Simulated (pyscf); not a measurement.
Structures and frequencies: ωB97X-D3(BJ)/def2-SVP in PySCF.

Question: PBE/def2-TZVP puts the barrier of HO–SiH(Br)–Br + hydrogen (H₂) → Br–SiH₂–Br + water (H₂O) (four-centre exchange; singlet surface; O–Si, H–H broken, H–Si, H–O formed) at 48.4 kcal/mol and the reaction energy at +20.4 kcal/mol, from the separated reactants. What do r²SCAN/def2-TZVP, M06-2X/def2-TZVP, ωB97M-D3(BJ)/def2-TZVP give on the same structures?

Answer: r²SCAN: ΔE‡ = 52.0 kcal/mol, ΔE = +23.3 kcal/mol; M06-2X: ΔE‡ = 56.1 kcal/mol, ΔE = +23.9 kcal/mol; ωB97M-D3(BJ): ΔE‡ = 53.8 kcal/mol, ΔE = +21.7 kcal/mol. PBE's barrier lies under all of them, by 3.7 to 7.7 kcal/mol. Its reaction energy lies under all of them, by 1.2 to 3.4 kcal/mol. On the product side the descent ends in a complex, 4.9 kcal/mol under the separated species and 37.2 kcal/mol under the saddle at ωB97X-D3(BJ)/def2-TZVP. This is the saddle that the search found; another between the same sides may lie lower. Elements up to Kr have no core potential and no relativistic terms here.
